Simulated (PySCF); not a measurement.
Molecule: C4H9 (charge -1, singlet). It need not be the lowest isomer of its formula. Whether it binds its extra electron was not tested at this geometry. SMILES: CC(C)[CH2-]
Coordinates optimised at B3LYP-D3(BJ)/def2-TZVP (Ansatz):
```xyz
13

C      0.0015     0.0678     0.3523
H      0.0042    -0.0662     1.4707
C      0.0084     1.4908    -0.1537
H     -0.8740     2.0351     0.2250
H      0.8995     2.0246     0.2195
C      1.2446    -0.6899    -0.1339
H      1.2651    -0.6873    -1.2290
H      2.1556    -0.1898     0.2105
H      1.2678    -1.7283     0.2304
C     -1.2535    -0.6751    -0.1261
H     -1.2809    -0.6722    -1.2210
H     -1.2867    -1.7132     0.2384
H     -2.1563    -0.1643     0.2240
```
Charge -1, spin multiplicity 1.

Dispersion corrections to the total energy (kcal/mol) from the dftd3 and dftd4 libraries through PySCF: D3(BJ) without and D4 with the three-body term, each with the damping fitted for the functional named.

```json
[
 {"functional": "PBE", "D3(BJ)": "-5.51", "D4": "-6.09"},
 {"functional": "BP86", "D3(BJ)": "___", "D4": "-7.78"},
 {"functional": "B3LYP", "D3(BJ)": "-9.11", "D4": "-9.65"},
 {"functional": "LC-wPBE", "D3(BJ)": "-4.82", "D4": "-6.67"},
 {"functional": "BHLYP", "D3(BJ)": "-6.82", "D4": "-6.42"},
 {"functional": "r2SCAN", "D3(BJ)": "___", "D4": "-1.57"},
 {"functional": "B2GP-PLYP", "D3(BJ)": "-2.78", "D4": "___"}
]
```

Problem. What belongs in the gaps?

Solution. 
- BP86, D3(BJ): -8.00
- r2SCAN, D3(BJ): -1.51
- B2GP-PLYP, D4: -2.51
